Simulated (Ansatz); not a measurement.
# AlCl2Br (AlBrCl2): structure and electronic state

Aim: characterise AlCl2Br (AlBrCl2) as a singlet: its structure, frontier levels and distribution of charge.

The runs use Ansatz 0.2.0, Gaussian basis; RKS PBE0-D4/def2-TZVP.

Levels to be run: relaxation at B3LYP-D4/def2-SVP; a search for the lowest solution at PBE0-D4/def2-SVP; a single point at PBE0-D4/def2-TZVP; harmonic vibrations at B3LYP-D4/def2-SVP.

## (1) Where the work starts

4 atoms, charge 0, spin multiplicity 1.

Atoms are counted from 1 here; the program's logs count them from 0.

Bond lengths: Al1–Cl2 2.022 Å, Al1–Cl3 2.022 Å, Al1–Br4 2.255 Å. Angles: Cl2–Al1–Cl3 124.4°, Cl2–Al1–Br4 117.8°, Cl3–Al1–Br4 117.8°.

The start is a GFN2-xTB geometry.

## (2) Relaxation at B3LYP-D4/def2-SVP

The input, in.yaml:

```yaml
crystal:
  periodic: [false, false, false]
  atoms:
    - {symbol: Al, position_ang: [0.046930, 0.079720, -0.000700]}
    - {symbol: Cl, position_ang: [2.066630, -0.024840, 0.012910]}
    - {symbol: Cl, position_ang: [-1.008170, 1.804090, -0.017320]}
    - {symbol: Br, position_ang: [-1.105390, -1.858970, 0.005120]}
basis:
  gaussian: {orbitals: def2-SVP}
hamiltonian: {xc: {name: B3LYP}, dispersion: d4}
scf: {omitted_lower_state_checks: [starts]}
output: {orbitals: {seedname: orbitals}}
relax: {f_tol: 0.02, max_steps: 100}
```

Run with:

```sh
$ ansatz run in.yaml --threads 4 --pin off --events-out ev --progress --plain --max-ram 3916MiB
```

After this run come: Searching for the lowest solution, PBE0-D4/def2-SVP; Single point, PBE0-D4/def2-TZVP; Vibrations by finite differences.

**Question.** What will the summary of the whole plan be? Wanted: point group; commonest bond; HOMO, LUMO at PBE0-D4/def2-TZVP; dipole at B3LYP-D4/def2-SVP; lowest, highest wavenumber.

**Answer**, as computed:

| quantity | value |
| --- | --- |
| point group | C2v |
| commonest bond | Al–Cl, 2 of mean length 2.087 Å |
| HOMO, LUMO at PBE0-D4/def2-TZVP | -8.98, -1.48 eV |
| dipole at B3LYP-D4/def2-SVP | 0.19 D |
| lowest, highest wavenumber | 123, 625 cm⁻¹ |

In words: The molecule keeps its bonding pattern by the stored test; the atoms moved 0.05 Å (rms). All wavenumbers are real: a minimum at this level. The HOMO lies nearest to Br4 76 %; Cl2, Cl3 about 11 % each and the LUMO to Al1 52 %; Br4 19 %.
